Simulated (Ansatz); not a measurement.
**How far each method lies from UCCSDT(Q) for PH3⁺, doublet**

Geometry: displaced at random from a stationary point.

```xyz
4

P     0.0077    0.0028   -0.0340
H     1.1968    0.0257    0.3512
H    -0.7710    1.1456    0.3365
H    -0.6636   -1.2564    0.3580
```

Basis cc-pVTZ; Ansatz 0.2.0. Correlated methods freeze the noble-gas cores, which leaves 7 electrons in 71 orbitals. Prefix R: restricted or restricted open-shell reference; prefix U: unrestricted. Active spaces: valence = (7e, 7o) chosen from the atoms' valence shells.

Full CI isn't at hand for all of this; UCCSDT(Q) serves as the reference, and is uncertain by the last step of the cluster series or more. The frozen core follows each run's orbitals, which can shift R against U totals by a few meV.

- UHF ⟨S²⟩: 0.758
- T1 diagnostic (RCCSD): 0.0191
- largest doubles amplitude (RCCSD): 0.039
- T1 diagnostic (UCCSD): 0.0131

```tsv
level	E − E(UCCSDT(Q)) (mEh)	share of correlation (%)	wall time
RHF	164.93	0.00	–
UHF	162.16	1.68	–
RMP2	32.09	80.54	–
UMP2	31.89	80.66	–
RCCSD	5.26	96.81	–
UCCSD	5.17	96.87	–
RCCSD(T)	0.95	99.43	2 s
UCCSD(T)	0.91	99.45	2 s
BCCD(T)	0.93	99.44	2.6 s
RCCSDT	0.14	99.91	–
UCCSDT	0.10	99.94	–
RCCSDT(Q)	0.04	99.98	3 min
CASSCF (valence space)	117.28	28.89	–
NEVPT2 (valence space)	32.31	80.41	3 s
MRCISD (valence space)	6.98	95.77	–
MRCISD+Q (valence space)	1.51	99.08	6 s
```

The correlation energy at UCCSDT(Q), counted from RHF, is -4.488 eV. That run took 3 min on 1 thread of Arm Neoverse V1, shared host.

Times hold each run's SCF and search for its determinant on a shared host, so for small cases they say little of a method's own cost; they ran on 1 thread of Arm Neoverse V1.

Natural occupations of CASSCF (valence space) about the gap: 1.987 1.977 1.970 1.000 0.029 0.022 0.014; effectively unpaired electrons, Σ n²(2−n)², 1.01.
